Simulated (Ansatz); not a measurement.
Reaction: C2H3ClF2 (2-chloro-1,1-difluoroethane, SMILES C(Cl)C(F)F) → CHF2 (SMILES F[CH]F, doublet) + CH2Cl (SMILES [CH2]Cl, doublet) (the C-C bond breaks)
Each species at its own B3LYP-D3(BJ)/def2-TZVP minimum (Ansatz, a quantum-chemistry and plane-wave program), one conformer.

Property: bond dissociation energy (electronic), in kcal/mol. UHF or UKS for unpaired electrons; spin-orbit terms are left out. CBS(X,Y): correlation extrapolated as X^-3, Hartree-Fock from the larger set. A bracket is a step between two methods taken in the basis named. The functionals are non-relativistic, so their misses hold any scalar relativity. Double hybrids freeze cores in their MP2 part. '+ core + X2C': CCSD(T) terms for core correlation (cc-pwCVTZ, 1s frozen past Ne) and scalar relativity (cc-pVTZ-DK).

CCSD(T)/CBS(cc-pV(T+d)Z,cc-pV(Q+d)Z) + [CCSDT(Q) - CCSD(T)]/cc-pV(D+d)Z + core + X2C (Ansatz) gives 97.3 kcal/mol.

What does PBE/def2-TZVPD (Ansatz) give here, and how do the other levels compare?

PBE gives 89.5 kcal/mol, 7.8 kcal/mol below it. Differences of the others: r2SCAN/def2-TZVPD (Ansatz) -10.4; PBE0/def2-TZVPD (Ansatz) -7.0; B2PLYP/def2-TZVPD (Ansatz) -6.1; CCSD(T)/CBS(cc-pV(T+d)Z,cc-pV(Q+d)Z) + core + X2C (Ansatz) 0.2 kcal/mol. Nearer than PBE: PBE0/def2-TZVPD, B2PLYP/def2-TZVPD, CCSD(T)/CBS(cc-pV(T+d)Z,cc-pV(Q+d)Z) + core + X2C.
